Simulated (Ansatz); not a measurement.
Relaxation of C$_{3}$H$_{7}$NO (12 atoms, charge 0, multiplicity 1), to a largest force component of 0.02 eV/Å in at most 50 steps.

Method: Ansatz, RKS PBE0-D4/6-31G*.

```xyz
12
Properties=species:S:1:pos:R:3
N -0.134 1.788 0.546
C -0.469 0.403 0.623
C 0.590 -0.340 -0.085
C 0.428 -1.645 -0.760
O 0.478 -0.438 -1.514
H -0.976 2.370 0.902
H -0.092 2.085 -0.450
H -1.405 0.212 0.171
H -0.500 0.123 1.718
H 0.791 0.261 -2.141
H -0.641 -2.097 -0.659
H 1.185 -2.359 -0.819
```

Where does it end, and by what steps?

It converged. After 38 steps the energy has fallen by 2.716 eV; H7 moved furthest, 1.42 Å. Parted: C3–O5.

```tsv
step	energy less start (eV)	largest force component (eV/Å)	accepted
0	0.0000	3.656	yes
2	-1.7942	2.202	yes
4	-2.4472	0.739	yes
6	-2.5723	0.317	yes
8	-2.5688	0.766	no
10	-2.6262	0.080	yes
12	-2.6298	0.406	no
14	-2.6320	0.074	yes
16	-2.6332	0.069	yes
18	-2.6335	0.121	yes
20	-2.6345	0.044	yes
22	-2.6336	0.490	no
24	-2.6416	0.362	yes
26	-2.6737	0.204	yes
28	-2.7022	0.236	yes
30	-2.7103	0.076	yes
32	-2.7141	0.085	yes
34	-2.7151	0.063	yes
36	-2.7158	0.024	no
38	-2.7159	0.005	yes
```

```xyz
12
Properties=species:S:1:pos:R:3
N -0.594 1.890 0.777
C -0.458 0.456 0.586
C 0.677 -0.054 -0.206
C 0.390 -1.408 -0.746
O -0.018 -0.739 -1.957
H -0.944 2.291 -0.090
H 0.341 2.276 0.889
H -1.442 0.032 0.321
H -0.214 -0.011 1.568
H 0.783 -0.318 -2.314
H -0.495 -1.960 -0.398
H 1.231 -2.091 -0.897
```

Whether the end is a true minimum wasn't checked by a vibrational analysis.

Time of the run: 83 s on 2 threads of Arm Neoverse V2, with other jobs on the host, peak memory 0.18 GiB.
